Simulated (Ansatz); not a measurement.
Stepwise reaction of `[SiH3]B[SiH3]` with water, as a gas-phase model of exchange steps in deposition or etching. ΔE in kJ/mol.

Isolated molecules relaxed with PBE0-D4/def2-TZVP in Ansatz; ΔE leaves out vibrations. CCSD(T)/CBS adds triple-zeta CCSD(T) − MP2 to the extrapolated MP2 energy (def2 sets, frozen cores). This one scheme is used for every species. Functionals use def2-TZVPP. B3LYP here is the variant with VWN-RPA as its local correlation; programs differ in this. One conformer a species, not always the lowest.

```
step                                   reaction  PBE-D4  B3LYP-D4  ωB97M-V  CCSD(T)/CBS
   1  `[SiH3]B[SiH3]` + H₂O → `OB[SiH3]` + SiH₄  -148.1    -159.0   -160.9       -150.2
```

Question: Give the row of step 2, `OB[SiH3]` + H₂O → `OBO` + SiH₄. (Best estimate.)

Answer: Computed: 
| step | reaction | PBE-D4 | B3LYP-D4 | ωB97M-V | CCSD(T)/CBS |
| --- | --- | --- | --- | --- | --- |
| 2 | `OB[SiH3]` + H₂O → `OBO` + SiH₄ | -153.4 | -167.0 | -169.0 | -160.4 |

Question: By hand: ΔE of the 2 steps together at CCSD(T)/CBS.

Answer: (-150.2) + (-160.4) = -310.6 kJ/mol, or -155.3 kJ/mol a step.

In ΔE each step is lower than the one before. All are downhill at CCSD(T)/CBS. PBE-D4 differs from CCSD(T)/CBS by 2.1 to 7.0 kJ/mol a step. Isolated molecules leave out the surface, adducts and barriers. Largest T1 diagnostic: 0.014.
